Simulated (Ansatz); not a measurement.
This geometry of CH5Al + H3P (11 atoms, charge 0, multiplicity 1) is a first-order saddle point.

Level of theory: RKS PBE/def2-SVP (Ansatz 0.2.0).

```xyz
11
Properties=species:S:1:pos:R:3
Al 0.068 -0.464 0.246
C -0.074 0.101 2.293
H -1.045 0.024 2.822
H 0.750 -0.144 2.992
H 0.050 1.174 2.016
H 1.570 -0.275 -0.253
H -1.270 -0.032 -0.505
P -0.235 -2.961 1.063
H -1.108 -2.920 -0.078
H 0.975 -3.098 0.299
H -0.163 -1.316 1.741
```

Which two structures does it join? (They come from a converged band through this point; their orientation in space is the band's.)

Bonds broken: Al1–C2, P8–H11. Bonds formed: Al1–P8, C2–H11. CH5Al + H3P becomes AlH4P + CH4.

Image 0:

```xyz
11
Properties=species:S:1:pos:R:3
Al 0.014 -0.145 0.441
C 0.015 0.464 2.320
H -0.935 0.258 2.854
H 0.852 0.046 2.917
H 0.145 1.569 2.321
H 1.404 -0.414 -0.318
H -1.341 -0.089 -0.421
P -0.331 -3.423 0.836
H -0.860 -2.851 -0.376
H 1.032 -3.137 0.474
H -0.478 -2.192 1.589
```

Image 6:

```xyz
11
Properties=species:S:1:pos:R:3
Al 0.100 -0.864 -0.001
C -0.110 0.250 2.685
H -0.957 0.445 3.369
H 0.854 0.455 3.185
H -0.213 0.916 1.805
H 1.588 -0.274 -0.006
H -1.150 0.023 -0.470
P -0.243 -3.144 0.499
H -1.134 -3.331 -0.619
H 0.930 -3.558 -0.229
H -0.146 -0.830 2.416
```

How far does it lie above each of them?

18.9 kcal/mol above the first and 31.8 kcal/mol above the second. This is the barrier of this one path; another mechanism may lie lower. The orbitals stay closed-shell, which can raise the energy where a bond breaks towards radicals; this wasn't checked here.

Time of the run: 2.4 min on 2 threads of Arm Neoverse V1, on a shared host, peak memory 0.12 GiB.
